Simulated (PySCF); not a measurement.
propane (C3H8), SMILES CCC.

Geometry optimised at B3LYP-D3(BJ)/def2-SVP.

These are TDA-CAM-B3LYP/def2-SVPD run with PySCF 2.14.0 values and carry that method's errors.

Vertical excitations. The molecule is in vacuum. State labels are in the subgroup C2v.

Computed UV-visible absorptions:
```tsv
state	symmetry	energy (eV)	λ (nm)	f	main pairs
S1	B2	8.83	140	0.002	HOMO→LUMO 94 %
S2	A1	9.26	134	0.007	HOMO−1→LUMO 93 %
S3	B1	9.28	134	0.047	HOMO−2→LUMO 96 %
S4	A2	9.72	128	0.000	HOMO→LUMO+1 79 %, HOMO−3→LUMO 18 %
S5	B2	9.90	125	0.167	HOMO→LUMO+2 93 %
S6	B1	10.04	123	0.009	HOMO−1→LUMO+1 83 %, HOMO−4→LUMO 13 %
S7	A1	10.19	122	0.069	HOMO−2→LUMO+1 68 %, HOMO−1→LUMO+2 25 %
S8	A1	10.28	121	0.068	HOMO−1→LUMO+2 65 %, HOMO−2→LUMO+1 23 %
S9	B1	10.40	119	0.024	HOMO−2→LUMO+2 97 %
S10	A2	10.52	118	0.000	HOMO−3→LUMO 73 %, HOMO→LUMO+1 17 %
T1	B2	8.55	145	0	HOMO→LUMO 88 %
T2	A1	8.89	139	0	HOMO−1→LUMO 89 %
T3	B1	9.01	138	0	HOMO−2→LUMO 91 %
T4	A2	9.42	132	0	HOMO→LUMO+1 63 %, HOMO−3→LUMO 28 %
```
Triplets are in the Tamm–Dancoff approximation.
